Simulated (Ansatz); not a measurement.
Input file:

```yaml
crystal:
  periodic: [false, false, false]
  atoms:
    - {symbol: P, position_ang: [0.044451, 0.000000, 0.015357]}
    - {symbol: H, position_ang: [0.201229, 0.000000, -2.032651]}
    - {symbol: H, position_ang: [-0.863806, 1.078238, 0.015357]}
    - {symbol: H, position_ang: [-0.863806, -1.078238, 0.015357]}
    - {symbol: H, position_ang: [0.160401, 0.000000, 1.530025]}
basis:
  gaussian: {orbitals: 6-31G}
magnetization: {spin_polarized: false, initial_magnetization: 1}
correlation: {active_space: {ras: {orbitals: [4, 1, 11], electrons: 9, max_holes: 4, max_particles: 4}, fixed_orbitals: true}}
```

```sh
$ ansatz run in.yaml --threads 1 --pin off --events-out ev --progress --plain --max-ram 2393MiB
```

The program prints:

```
268 factors; integrals over basis functions are off by at most 2.6e-4 eV
mean field evaluation 1: about -9329.2365 eV, gradient 8.6e0 eV
mean field evaluation 2: about -9329.2394 eV, gradient 8.6e0 eV
mean field evaluation 4: about -9330.0010 eV, gradient 1.4e0 eV
mean field evaluation 8: about -9330.0777 eV, gradient 7.0e-4 eV
mean field -9330.07743415 eV, -342.8740215515 hartree, gradient 1.6e-6 eV, S^2 0.750000; 0 other end points of the search recorded, 0 dependent functions left out
reference -9330.07743415 eV, -342.8740215515 hartree; 10, 9 occupied and 11, 12 virtual orbitals, 268 factors
state -9332.69437041 eV, -342.9701921851 hartree
Total energy: -9332.69437041 eV, -342.9701921851 hartree
```

Natural occupations: 1.9836 1.9630 1.9612 1.9514 1.0012 0.0496 0.0343 0.0273 0.0095 0.0048 0.0047 0.0039 0.0028 0.0014 0.0008 0.0007.

For the same geometry and basis full CI lies 3.9 meV lower.

Ran on 1 thread of Intel Xeon Platinum 8259CL, shared host: 4.4 s wall, 0.11 GiB peak host memory.
